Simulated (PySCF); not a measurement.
dimethyl ether (C2H6O), SMILES COC.

Geometry: PBE0-D3(BJ)/def2-TZVP.

The numbers are results of PBE0-D3(BJ)/def2-TZVP run with PySCF, not measurements.

No scaling factor is applied to the harmonic values.

Computed harmonic wavenumbers and intensities:
```
mode  ν (cm⁻¹)  IR (km/mol)  moving atoms (share of kinetic energy)
----  --------  -----------  --------------------------------------
1          214          0.0                                  H 97 %
2          248          5.6                          H 76 %, O 19 %
3          413          2.4                  H 41 %, C 36 %, O 23 %
4          978         37.1                  C 55 %, O 25 %, H 20 %
5         1134         18.2                          H 68 %, C 27 %
6         1164          0.0                          H 81 %, C 19 %
7         1195          6.5                  H 71 %, C 18 %, O 10 %
8         1227        128.0                  O 49 %, C 37 %, H 14 %
9         1271          6.4                  H 59 %, C 25 %, O 16 %
10        1454          1.6                           H 89 %, C 8 %
11        1475          0.0                                  H 97 %
12        1484          0.1                          H 85 %, C 14 %
13        1484         15.6                                  H 96 %
14        1491         14.2                                  H 96 %
15        1511          3.4                                  H 94 %
16        2977         55.4                                  H 97 %
17        2988         59.9                                  H 97 %
18        3028        130.8                           H 91 %, C 9 %
19        3034          0.0                          H 90 %, C 10 %
20        3134         30.1                           H 91 %, C 9 %
21        3136         21.4                           H 91 %, C 9 %
```
